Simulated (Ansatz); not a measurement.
**SiH2: a ladder of functionals and wavefunction methods**

One table from this session's results is given with a row withheld; the runs are named, their logs left out.

The runs use Ansatz 0.2.0, Gaussian basis; functionals in def2-TZVPP, the program's frozen cores in correlated methods.

Plan: LDA (SPW92), PBE-D4, revPBE-D4, BLYP-D4, r2SCAN-D4, B97M-V, PBE0-D4, B3LYP-D4, r2SCANh-D4, r2SCAN0-D4, HSE06-D4, BHLYP-D4, CAM-B3LYP-D4, LC-ωPBE, ωB97X-V, ωB97M-V, B2PLYP, PBE-QIDH; CCSD(T)/def2-SVP; CCSD(T)/def2-TZVPP; CCSD(T)/def2-QZVPP; extrapolation to the limit; RPA on PBE.

### Structure used throughout

All runs share one geometry, relaxed beforehand with PBE0-D4 in a triple-zeta def2 set.

SMILES `[SiH2]`, 3 atoms, charge 0, spin multiplicity 1.

Atoms are counted from 1 here; the program's logs count them from 0.

Bond lengths: Si1–H2 1.525 Å, Si1–H3 1.525 Å. Angles: H2–Si1–H3 91.2°.

The first run:

in.yaml

```yaml
crystal:
  periodic: [false, false, false]
  atoms:
    - {symbol: Si, position_ang: [-0.491202, 0.468571, -0.213612]}
    - {symbol: H, position_ang: [0.840317, 0.578644, 0.522462]}
    - {symbol: H, position_ang: [-0.349116, -1.047214, -0.308851]}
basis:
  gaussian: {orbitals: def2-TZVPP}
hamiltonian: {xc: lda}
output: {orbitals: {seedname: orbitals}}
```

Started as:

```
$ ansatz run in.yaml --threads 2 --pin off --events-out ev --progress --plain --max-ram 32768MiB --backend cpu
```

Among the steps run: LDA; PBE-D4 (GGA); revPBE-D4 (GGA); BLYP-D4 (GGA); r2SCAN-D4 (meta-GGA); B97M-V (meta-GGA); B3LYP-D4 (hybrid); r2SCANh-D4 (hybrid); r2SCAN0-D4 (hybrid); HSE06-D4 (hybrid); BHLYP-D4 (hybrid); CAM-B3LYP-D4 (range-separated); LC-ωPBE (range-separated); ωB97X-V (range-separated); ωB97M-V (range-separated); B2PLYP (double hybrid); PBE-QIDH (double hybrid).

One of the session's tables, all rows but one given; the rest of the session is left out.

It belongs to the step «Orbital energies across the functionals». 

```
  functional  HOMO (eV)  LUMO (eV)  gap (eV)
 LDA (SPW92)      -5.88      -4.23      1.65
      PBE-D4      -5.83      -4.02      1.81
   revPBE-D4      -5.81      -3.95      1.87
     BLYP-D4      -5.72      -3.88      1.85
   r2SCAN-D4      -6.04      -3.83      2.21
      B97M-V      -6.14      -3.84      2.29
     PBE0-D4      -6.87      -3.10      3.77
    B3LYP-D4      -6.71      -3.30      3.40
  r2SCANh-D4      -6.42      -3.49      2.93
  r2SCAN0-D4      -7.00      -3.00      4.00
    HSE06-D4      -6.47      -3.49      2.99
    BHLYP-D4      -7.81      -2.12      5.69
CAM-B3LYP-D4      -8.16      -1.97      6.18
     LC-ωPBE          ?          ?         ?
     ωB97X-V      -9.13      -0.91      8.22
     ωB97M-V      -8.96      -1.07      7.89
```

**Question.** Estimate the row for LC-ωPBE.

As computed: HOMO (eV): -9.46; LUMO (eV): -0.81; gap (eV): 8.65. In the column «HOMO (eV)» it is the lowest.
